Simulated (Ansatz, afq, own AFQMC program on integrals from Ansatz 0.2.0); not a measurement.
**Where AFQMC and coupled cluster stand for NH3⁻, doublet**

| atom | x (Å) | y (Å) | z (Å) |
| --- | --- | --- | --- |
| N | 0.0020 | 0.0026 | -0.0714 |
| H | 0.9311 | -0.0026 | 0.3573 |
| H | -0.4883 | 0.7975 | 0.3467 |
| H | -0.4704 | -0.8308 | 0.2884 |

Basis 6-31++G**. Only valence electrons are correlated. AFQMC by an in-house program on the Cholesky factors that Ansatz 0.2.0 writes for its CCSD(T) run. The CISD trial takes its coefficients from CCSD amplitudes. Released means that phaseless walkers are propagated on without the constraint, phases kept. Free AFQMC starts from the CCSD state and is never constrained. Its projection time is finite, and what remains of the start isn't in its error. Uncertainties: one standard error, sampling alone.

Determinant: ROHF, the one that the program's search chose, which needn't be the lowest solution. The geometry is a point of a scan.

No full CI on the walks' own integrals is used here; CCSDT(Q) serves as the reference and is uncertain by about the last step of the cluster series.

* T1 diagnostic: 0.0147
* weight of the determinant in the CISD state: 0.926
* size of the correlated space: 9 electrons in 36 orbitals

Reference: CCSDT(Q), correlation energy -5.972 eV. The released energy is read at 2.40 1/Eh (meV from the phaseless value at times in 1/Eh: -8 ± 10 at 0.24, 1 ± 9 at 0.51, 2 ± 10 at 0.99, 11 ± 13 at 1.62, 7 ± 13 at 2.40).

```
         level  E − E(reference) (kJ/mol)  share of correlation (%)
            HF                      576.2                      0.00
           MP2                       53.5                     90.72
          CCSD                       14.8                     97.43
       CCSD(T)                        2.0                     99.65
         CCSDT                        1.1                     99.80
 ph-AFQMC/CISD                 -0.8 ± 0.9                    100.14
released AFQMC                 -0.1 ± 1.2                    100.02
    free AFQMC                 -2.3 ± 1.8                    100.39
```

Free projections are given only where their last times agree within the noise and don't stop above the reference; a slow remainder of the start can still hide under it. A walk keeps the symmetry of its determinant, which the program's search chose and which needn't be the lowest solution, so a lower state of the same spin and another symmetry isn't excluded. Released energies are given only where the last usable release times agree within the noise; a slower fall can still hide under it.
